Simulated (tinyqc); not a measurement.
Inside a calculation (part 2 of 2). Method: UHF in the sto-3g basis, for LiH, spin multiplicity 3. This run ends on a higher stationary point, not on the lowest solution. Computed by tinyqc, a small Python program that keeps every step (integrals from PySCF). Command: `OMP_NUM_THREADS=1 python tinyqc.py 29459 29460 out.jsonl` (the two numbers bound the seeds that draw the settings). One thread of a shared host (Intel(R) Xeon(R) Processor @ 2.60GHz), about 0.09 s of CPU time with the checks.

Geometry (angstrom):
```
atom         x         y         z
Li    0.000000  0.000000  0.000000
H     0.000000  0.000000  1.954000
```

## Iteration 3: building the Fock matrix

D(alpha) after iteration 2:
```
            1Li 1s    1Li 2s   1Li 2px   1Li 2py    1Li 2pz      2H 1s
1Li 1s    0.988182  0.019349  0.000000  0.000000  -0.016426  -0.080838
1Li 2s    0.019349  0.050555  0.000000  0.000000   0.044138   0.180179
1Li 2px   0.000000  0.000000  0.971594  0.166131   0.000000   0.000000
1Li 2py   0.000000  0.000000  0.166131  0.028406   0.000000   0.000000
1Li 2pz  -0.016426  0.044138  0.000000  0.000000   0.039667   0.162397
2H 1s    -0.080838  0.180179  0.000000  0.000000   0.162397   0.665035
```

D(beta) after iteration 2:
```
            1Li 1s     1Li 2s   1Li 2px   1Li 2py    1Li 2pz      2H 1s
1Li 1s    0.983218   0.033099  0.000000  0.000000   0.001445  -0.003728
1Li 2s    0.033099   0.001114  0.000000  0.000000   0.000049  -0.000125
1Li 2px   0.000000   0.000000  0.000000  0.000000   0.000000   0.000000
1Li 2py   0.000000   0.000000  0.000000  0.000000   0.000000   0.000000
1Li 2pz   0.001445   0.000049  0.000000  0.000000   0.000002  -0.000005
2H 1s    -0.003728  -0.000125  0.000000  0.000000  -0.000005   0.000014
```

core Hamiltonian H = T + V (hartree):
```
            1Li 1s     1Li 2s    1Li 2px    1Li 2py    1Li 2pz      2H 1s
1Li 1s   -4.676912  -1.049884   0.000000   0.000000  -0.010799  -0.137576
1Li 2s   -1.049884  -1.358882   0.000000   0.000000  -0.101637  -0.496586
1Li 2px   0.000000   0.000000  -1.105251   0.000000   0.000000   0.000000
1Li 2py   0.000000   0.000000   0.000000  -1.105251   0.000000   0.000000
1Li 2pz  -0.010799  -0.101637   0.000000   0.000000  -1.184838  -0.655890
2H 1s    -0.137576  -0.496586   0.000000   0.000000  -0.655890  -1.278646
```

Two-electron integrals (ij|kl) in chemists' order, unique and non-zero (hartree):
```
(11|11) 1.680395   (21|11) 0.265420   (21|21) 0.049941   (22|11) 0.397727
(22|21) 0.092860   (22|22) 0.290562   (31|31) 0.008981   (32|31) 0.013788
(32|32) 0.064184   (33|11) 0.396640   (33|21) 0.092880   (33|22) 0.290497
(33|33) 0.312946   (41|41) 0.008981   (42|41) 0.013788   (42|42) 0.064184
(43|43) 0.016869   (44|11) 0.396640   (44|21) 0.092880   (44|22) 0.290497
(44|33) 0.279207   (44|44) 0.312946   (51|51) 0.008981   (52|51) 0.013788
(52|52) 0.064184   (53|53) 0.016869   (54|54) 0.016869   (55|11) 0.396640
(55|21) 0.092880   (55|22) 0.290497   (55|33) 0.279207   (55|44) 0.279207
(55|55) 0.312946   (61|11) 0.032487   (61|21) 0.006160   (61|22) 0.011730
(61|33) 0.011593   (61|44) 0.011593   (61|51) 0.000762   (61|52) 0.001487
(61|55) 0.012009   (61|61) 0.000836   (62|11) 0.102109   (62|21) 0.024251
(62|22) 0.083678   (62|33) 0.078994   (62|44) 0.078994   (62|51) 0.003835
(62|52) 0.025914   (62|55) 0.092969   (62|61) 0.003608   (62|62) 0.044133
(63|31) 0.001647   (63|32) 0.008371   (63|53) 0.003685   (63|63) 0.002652
(64|41) 0.001647   (64|42) 0.008371   (64|54) 0.003685   (64|64) 0.002652
(65|11) 0.134566   (65|21) 0.032214   (65|22) 0.114699   (65|33) 0.106807
(65|44) 0.106807   (65|51) 0.005908   (65|52) 0.039876   (65|55) 0.130370
(65|61) 0.004928   (65|62) 0.065436   (65|65) 0.097877   (66|11) 0.270611
(66|21) 0.065177   (66|22) 0.248574   (66|33) 0.226995   (66|44) 0.226995
(66|51) 0.010628   (66|52) 0.092353   (66|55) 0.291613   (66|61) 0.009916
(66|62) 0.168866   (66|65) 0.258401   (66|66) 0.774606
```

nuclear repulsion = 0.81245222 hartree

J_ij = sum D_kl (ij|kl) with D = D(alpha) + D(beta), K_ij = sum D_kl (ik|jl) for each spin; F = H + J - K(s); E = tr D H + tr D J / 2 - 0.5 sum_s tr D(s) K(s) + E_nn.

Coulomb J (hartree):
```
           1Li 1s    1Li 2s   1Li 2px   1Li 2py   1Li 2pz     2H 1s
1Li 1s   4.028447  0.691351  0.000000  0.000000  0.011188  0.086828
1Li 2s   0.691351  1.341568  0.000000  0.000000  0.088710  0.441862
1Li 2px  0.000000  0.000000  1.341888  0.005605  0.000000  0.000000
1Li 2py  0.000000  0.000000  0.005605  1.310067  0.000000  0.000000
1Li 2pz  0.011188  0.088710  0.000000  0.000000  1.366036  0.616282
2H 1s    0.086828  0.441862  0.000000  0.000000  0.616282  1.457776
```

exchange K(alpha) (hartree):
```
            1Li 1s    1Li 2s   1Li 2px   1Li 2py    1Li 2pz     2H 1s
1Li 1s    1.680441  0.290970  0.000000  0.000000  -0.000635  0.036245
1Li 2s    0.290970  0.198364  0.000000  0.000000   0.101415  0.211725
1Li 2px   0.000000  0.000000  0.323569  0.049187   0.000000  0.000000
1Li 2py   0.000000  0.000000  0.049187  0.044313   0.000000  0.000000
1Li 2pz  -0.000635  0.101415  0.000000  0.000000   0.162786  0.278862
2H 1s     0.036245  0.211725  0.000000  0.000000   0.278862  0.673662
```

exchange K(beta) (hartree):
```
           1Li 1s    1Li 2s   1Li 2px   1Li 2py   1Li 2pz     2H 1s
1Li 1s   1.669577  0.275479  0.000000  0.000000  0.000082  0.034729
1Li 2s   0.275479  0.055373  0.000000  0.000000  0.000020  0.007105
1Li 2px  0.000000  0.000000  0.009801  0.000000  0.000000  0.000000
1Li 2py  0.000000  0.000000  0.000000  0.009801  0.000000  0.000000
1Li 2pz  0.000082  0.000020  0.000000  0.000000  0.009761  0.000911
2H 1s    0.034729  0.007105  0.000000  0.000000  0.000911  0.001023
```

F(alpha) (hartree):
```
            1Li 1s     1Li 2s    1Li 2px    1Li 2py    1Li 2pz      2H 1s
1Li 1s   -2.328907  -0.649503   0.000000   0.000000   0.001024  -0.086993
1Li 2s   -0.649503  -0.215678   0.000000   0.000000  -0.114341  -0.266449
1Li 2px   0.000000   0.000000  -0.086931  -0.043582   0.000000   0.000000
1Li 2py   0.000000   0.000000  -0.043582   0.160503   0.000000   0.000000
1Li 2pz   0.001024  -0.114341   0.000000   0.000000   0.018412  -0.318470
2H 1s    -0.086993  -0.266449   0.000000   0.000000  -0.318470  -0.494532
```

F(beta) (hartree):
```
            1Li 1s     1Li 2s   1Li 2px   1Li 2py    1Li 2pz      2H 1s
1Li 1s   -2.318043  -0.634012  0.000000  0.000000   0.000307  -0.085477
1Li 2s   -0.634012  -0.072686  0.000000  0.000000  -0.012946  -0.061829
1Li 2px   0.000000   0.000000  0.226837  0.005605   0.000000   0.000000
1Li 2py   0.000000   0.000000  0.005605  0.195016   0.000000   0.000000
1Li 2pz   0.000307  -0.012946  0.000000  0.000000   0.171437  -0.040519
2H 1s    -0.085477  -0.061829  0.000000  0.000000  -0.040519   0.178107
```

total energy of this density = -7.71568007 hartree

## Iteration 3: diagonalisation and new density

X:
```
            1Li 1s     1Li 2s   1Li 2px   1Li 2py    1Li 2pz      2H 1s
1Li 1s    1.023433  -0.130381  0.000000  0.000000  -0.007106   0.017583
1Li 2s   -0.130381   1.070723  0.000000  0.000000   0.065554  -0.194313
1Li 2px   0.000000   0.000000  1.000000  0.000000   0.000000   0.000000
1Li 2py   0.000000   0.000000  0.000000  1.000000   0.000000   0.000000
1Li 2pz  -0.007106   0.065554  0.000000  0.000000   1.089638  -0.266717
2H 1s     0.017583  -0.194313  0.000000  0.000000  -0.266717   1.135922
```

Diagonalise F' = X^T F X, C = X C', fill 3 alpha and 1 beta electrons from the bottom; D(s) = C_occ C_occ^T. Each column has its largest component positive (the first on a tie).

F' = X^T F X (alpha) (hartree):
```
           1          2          3          4          5          6
1  -2.271873  -0.373383   0.000000   0.000000   0.001699   0.012302
2  -0.373383  -0.025594   0.000000   0.000000  -0.015818  -0.196660
3   0.000000   0.000000  -0.086931  -0.043582   0.000000   0.000000
4   0.000000   0.000000  -0.043582   0.160503   0.000000   0.000000
5   0.001699  -0.015818   0.000000   0.000000   0.163990  -0.277280
6   0.012302  -0.196660   0.000000   0.000000  -0.277280  -0.345958
```

orbital energies (alpha) (hartree): MO1 -2.332505, MO2 -0.529333, MO3 -0.094383, MO4 0.078268, MO5 0.167955, MO6 0.304135

coefficients C (alpha):
```
               MO1        MO2       MO3        MO4        MO5        MO6
1Li 1s    0.989320  -0.088753  0.000000  -0.264238   0.000000  -0.091219
1Li 2s    0.041438   0.192393  0.000000   0.987055   0.000000   0.438740
1Li 2px   0.000000   0.000000  0.985695   0.000000  -0.168542   0.000000
1Li 2py   0.000000   0.000000  0.168542   0.000000   0.985695   0.000000
1Li 2pz   0.002436   0.177128  0.000000  -0.311167   0.000000   1.065173
2H 1s    -0.002894   0.841044  0.000000  -0.268190   0.000000  -0.787549
```

F' = X^T F X (beta) (hartree):
```
           1          2         3         4          5          6
1  -2.262737  -0.372177  0.000000  0.000000  -0.005350  -0.002198
2  -0.372177   0.082350  0.000000  0.000000   0.033908  -0.115699
3   0.000000   0.000000  0.226837  0.005605   0.000000   0.000000
4   0.000000   0.000000  0.005605  0.195016   0.000000   0.000000
5  -0.005350   0.033908  0.000000  0.000000   0.239916  -0.160954
6  -0.002198  -0.115699  0.000000  0.000000  -0.160954   0.289969
```

orbital energies (beta) (hartree): MO1 -2.320538, MO2 0.056923, MO3 0.147984, MO4 0.194057, MO5 0.227796, MO6 0.465130

coefficients C (beta):
```
               MO1        MO2        MO3        MO4       MO5        MO6
1Li 1s    0.991417  -0.189015  -0.187822   0.000000  0.000000   0.104225
1Li 2s    0.033972   0.631719   0.722986   0.000000  0.000000  -0.531573
1Li 2px   0.000000   0.000000   0.000000  -0.168542  0.985695   0.000000
1Li 2py   0.000000   0.000000   0.000000   0.985695  0.168542   0.000000
1Li 2pz   0.001552   0.331773  -0.649619   0.000000  0.000000  -0.854820
2H 1s    -0.003868   0.456491  -0.235584   0.000000  0.000000   1.065657
```

D(alpha) after iteration 3:
```
            1Li 1s    1Li 2s   1Li 2px   1Li 2py    1Li 2pz      2H 1s
1Li 1s    0.986631  0.023919  0.000000  0.000000  -0.013310  -0.077508
1Li 2s    0.023919  0.038732  0.000000  0.000000   0.034179   0.161691
1Li 2px   0.000000  0.000000  0.971594  0.166131   0.000000   0.000000
1Li 2py   0.000000  0.000000  0.166131  0.028406   0.000000   0.000000
1Li 2pz  -0.013310  0.034179  0.000000  0.000000   0.031380   0.148965
2H 1s    -0.077508  0.161691  0.000000  0.000000   0.148965   0.707363
```

D(beta) after iteration 3:
```
            1Li 1s     1Li 2s   1Li 2px   1Li 2py    1Li 2pz      2H 1s
1Li 1s    0.982907   0.033680  0.000000  0.000000   0.001539  -0.003835
1Li 2s    0.033680   0.001154  0.000000  0.000000   0.000053  -0.000131
1Li 2px   0.000000   0.000000  0.000000  0.000000   0.000000   0.000000
1Li 2py   0.000000   0.000000  0.000000  0.000000   0.000000   0.000000
1Li 2pz   0.001539   0.000053  0.000000  0.000000   0.000002  -0.000006
2H 1s    -0.003835  -0.000131  0.000000  0.000000  -0.000006   0.000015
```

## Iteration 11 (converged): orbitals

converged F(alpha) (hartree):
```
            1Li 1s     1Li 2s    1Li 2px    1Li 2py    1Li 2pz      2H 1s
1Li 1s   -2.334064  -0.651048   0.000000   0.000000   0.000858  -0.087213
1Li 2s   -0.651048  -0.209188   0.000000   0.000000  -0.105380  -0.259083
1Li 2px   0.000000   0.000000  -0.087801  -0.043582   0.000000   0.000000
1Li 2py   0.000000   0.000000  -0.043582   0.159633   0.000000   0.000000
1Li 2pz   0.000858  -0.105380   0.000000   0.000000   0.024442  -0.314128
2H 1s    -0.087213  -0.259083   0.000000   0.000000  -0.314128  -0.501517
```

converged F(beta) (hartree):
```
            1Li 1s     1Li 2s   1Li 2px   1Li 2py    1Li 2pz      2H 1s
1Li 1s   -2.324277  -0.635445  0.000000  0.000000   0.000161  -0.085669
1Li 2s   -0.635445  -0.074711  0.000000  0.000000  -0.011822  -0.059234
1Li 2px   0.000000   0.000000  0.224174  0.005605   0.000000   0.000000
1Li 2py   0.000000   0.000000  0.005605  0.192352   0.000000   0.000000
1Li 2pz   0.000161  -0.011822  0.000000  0.000000   0.170917  -0.035914
2H 1s    -0.085669  -0.059234  0.000000  0.000000  -0.035914   0.198963
```

As before.

F' = X^T F X (alpha) (hartree):
```
           1          2          3          4          5          6
1  -2.276778  -0.375074   0.000000   0.000000   0.000515   0.011498
2  -0.375074  -0.019973   0.000000   0.000000  -0.007957  -0.189491
3   0.000000   0.000000  -0.087801  -0.043582   0.000000   0.000000
4   0.000000   0.000000  -0.043582   0.159633   0.000000   0.000000
5   0.000515  -0.007957   0.000000   0.000000   0.169181  -0.272442
6   0.011498  -0.189491   0.000000   0.000000  -0.272442  -0.359250
```

orbital energies (alpha) (hartree): MO1 -2.337668, MO2 -0.529840, MO3 -0.095253, MO4 0.076481, MO5 0.167085, MO6 0.304207

coefficients C (alpha):
```
               MO1        MO2       MO3        MO4        MO5        MO6
1Li 1s    0.989341  -0.083538  0.000000  -0.264913   0.000000  -0.093915
1Li 2s    0.041383   0.172048  0.000000   0.987304   0.000000   0.446564
1Li 2px   0.000000   0.000000  0.985695   0.000000  -0.168542   0.000000
1Li 2py   0.000000   0.000000  0.168542   0.000000   0.985695   0.000000
1Li 2pz   0.002387   0.163600  0.000000  -0.314108   0.000000   1.066472
2H 1s    -0.003041   0.857420  0.000000  -0.253185   0.000000  -0.774753
```

F' = X^T F X (beta) (hartree):
```
           1          2         3         4          5          6
1  -2.268928  -0.372591  0.000000  0.000000  -0.005560  -0.002252
2  -0.372591   0.080062  0.000000  0.000000   0.034328  -0.116397
3   0.000000   0.000000  0.224174  0.005605   0.000000   0.000000
4   0.000000   0.000000  0.005605  0.192352   0.000000   0.000000
5  -0.005560   0.034328  0.000000  0.000000   0.238170  -0.161003
6  -0.002252  -0.116397  0.000000  0.000000  -0.161003   0.312949
```

orbital energies (beta) (hartree): MO1 -2.326764, MO2 0.063432, MO3 0.147580, MO4 0.191394, MO5 0.225132, MO6 0.478005

coefficients C (beta):
```
               MO1        MO2        MO3        MO4       MO5        MO6
1Li 1s    0.991439  -0.200798  -0.176289   0.000000  0.000000   0.102104
1Li 2s    0.033894   0.680795   0.681462   0.000000  0.000000  -0.525815
1Li 2px   0.000000   0.000000   0.000000  -0.168542  0.985695   0.000000
1Li 2py   0.000000   0.000000   0.000000   0.985695  0.168542   0.000000
1Li 2pz   0.001613   0.320754  -0.679820   0.000000  0.000000  -0.835318
2H 1s    -0.003895   0.416326  -0.239814   0.000000  0.000000   1.081050
```

D(alpha) after iteration 11:
```
            1Li 1s    1Li 2s   1Li 2px   1Li 2py    1Li 2pz      2H 1s
1Li 1s    0.985775  0.026569  0.000000  0.000000  -0.011305  -0.074636
1Li 2s    0.026569  0.031313  0.000000  0.000000   0.028246   0.147391
1Li 2px   0.000000  0.000000  0.971594  0.166131   0.000000   0.000000
1Li 2py   0.000000  0.000000  0.166131  0.028406   0.000000   0.000000
1Li 2pz  -0.011305  0.028246  0.000000  0.000000   0.026771   0.140267
2H 1s    -0.074636  0.147391  0.000000  0.000000   0.140267   0.735178
```

D(beta) after iteration 11:
```
            1Li 1s     1Li 2s   1Li 2px   1Li 2py    1Li 2pz      2H 1s
1Li 1s    0.982951   0.033604  0.000000  0.000000   0.001599  -0.003862
1Li 2s    0.033604   0.001149  0.000000  0.000000   0.000055  -0.000132
1Li 2px   0.000000   0.000000  0.000000  0.000000   0.000000   0.000000
1Li 2py   0.000000   0.000000  0.000000  0.000000   0.000000   0.000000
1Li 2pz   0.001599   0.000055  0.000000  0.000000   0.000003  -0.000006
2H 1s    -0.003862  -0.000132  0.000000  0.000000  -0.000006   0.000015
```

## Convergence

Stop when the energy changes by less than 1e-08 hartree and every element of the error matrix X^T (F D S - S D F) X (for each spin) is below 3e-05.

Course of the cycle:
```
iteration  E (hartree)     change  largest element of the error matrix
1          -7.65282059          -                             1.18e-01
2          -7.70885140  -5.60e-02                             4.46e-02
3          -7.71568007  -6.83e-03                             1.71e-02
4          -7.71672965  -1.05e-03                             7.08e-03
5          -7.71689759  -1.68e-04                             2.90e-03
6          -7.71692471  -2.71e-05                             1.18e-03
7          -7.71692910  -4.39e-06                             4.79e-04
8          -7.71692981  -7.13e-07                             1.94e-04
9          -7.71692993  -1.16e-07                             7.84e-05
10         -7.71692995  -1.88e-08                             3.17e-05
11         -7.71692995  -3.05e-09                             1.28e-05
```

PySCF UHF in the same basis, after a stability check = -7.77549707 hartree

Converged in 11 iterations. But the solution lies 0.05857 hartree above the reference: it is another stationary point, not the lowest one. Reruns (cap 100 unless said): DIIS 8: converged in 7 to a higher stationary point; damping 0.5: converged in 26 to a higher stationary point; level shift 0.5: converged in 21 to a higher stationary point; atomic densities as start, DIIS 8: converged in 8.

## Populations, bond orders and dipole

overlap S:
```
           1Li 1s    1Li 2s   1Li 2px   1Li 2py   1Li 2pz     2H 1s
1Li 1s   1.000000  0.241137  0.000000  0.000000  0.000000  0.030701
1Li 2s   0.241137  1.000000  0.000000  0.000000  0.000000  0.309273
1Li 2px  0.000000  0.000000  1.000000  0.000000  0.000000  0.000000
1Li 2py  0.000000  0.000000  0.000000  1.000000  0.000000  0.000000
1Li 2pz  0.000000  0.000000  0.000000  0.000000  1.000000  0.433332
2H 1s    0.030701  0.309273  0.000000  0.000000  0.433332  1.000000
```

Mulliken: Z minus the diagonal of D S on the atom; Loewdin: the same with S^(1/2) D S^(1/2); Mayer order: 2 sum_s sum (D(s) S)_ij (D(s) S)_ji over the two atoms.

Charges (e):
```
atom   Mulliken    Loewdin  Mulliken spin
1Li   -0.160894  -0.211362       1.160600
2H     0.160894   0.211362       0.839400
```

Mayer bond orders:
```
pair     order
2-1   0.269521
```

dipole moment about the origin, x y z (debye): 0.000000  0.000000  0.578166

<S^2> of the determinant (pure state: 2) = 2.000039
